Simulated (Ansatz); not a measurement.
A calculation on zinc-blende GaSb returned lattice constant a 6.129 Å, formation enthalpy -0.110 eV/atom.

For reference: lattice constant a 6.096 Å (measured, 300 K, no zero-point or thermal correction; as tabulated in Vurgaftman et al. (2001), doi:10.1063/1.1368156); formation enthalpy -0.22 eV/atom (measured, 298 K, not corrected to a static lattice; as tabulated in Zhang et al. (2018), doi:10.1038/s41524-018-0065-z).

Problem. Which level of theory produced these numbers?
A) r²SCAN-D4 (Ansatz (a quantum-chemistry and plane-wave program))
B) rVV10 (Ansatz)
C) PBE-D3(BJ) (Ansatz)
D) r²SCAN (Ansatz)

Solution. C, PBE-D3(BJ) (Ansatz)

The others give: r²SCAN 6.132 Å, -0.236 eV/atom; r²SCAN-D4 6.105 Å, -0.216 eV/atom; rVV10 6.243 Å, -0.145 eV/atom.

Unless a cell is named, each level is at its own relaxed cell (PBE-D3(BJ) 28.78, r²SCAN 28.82, r²SCAN-D4 28.45, rVV10 30.42 Å³/atom).

Ansatz's density-functional and Hartree–Fock values are scalar-relativistic unless marked +SOC, with PAW data made under PBE.
